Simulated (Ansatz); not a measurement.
We consider trigonal Te, described by r²SCAN+rVV10 in Ansatz (PAW).

Numerical settings: plane-wave cutoff 500 eV, 12×12×8 k mesh (along the axes of the cell as run), Fermi–Dirac smearing 0.05 eV, scalar-relativistic PAW data made under PBE.

Computed at the level's own relaxed cell.

**Question.** Predict the volume per atom, lattice parameter a, lattice parameter c and band gap.

**Answer.** 
- volume per atom = 34.28 Å³/atom
- lattice parameter a = 4.468 Å
- lattice parameter c = 5.948 Å
- band gap = 0.34 eV (on the SCF k mesh)

Measured, for comparison: band gap 0.33 eV (temperature not stated, not corrected to a static lattice, compiled measured gap; kind and temperature not stated; as tabulated in Kothakonda et al. (2022), arXiv:2208.02841); lattice constant a 4.456 Å, lattice parameter c 5.928 Å (293 K, not corrected to a static lattice; as tabulated in Wikipedia's data pages). Computed (rounded) less measured: lattice constant a +0.3 %, lattice parameter c +0.3 %.

Spin–orbit coupling is not included; with these elements it can move the gap by several tenths of an eV or more.

The computed numbers hold no vibrational or temperature effects.

Ansatz is a first-principles code.
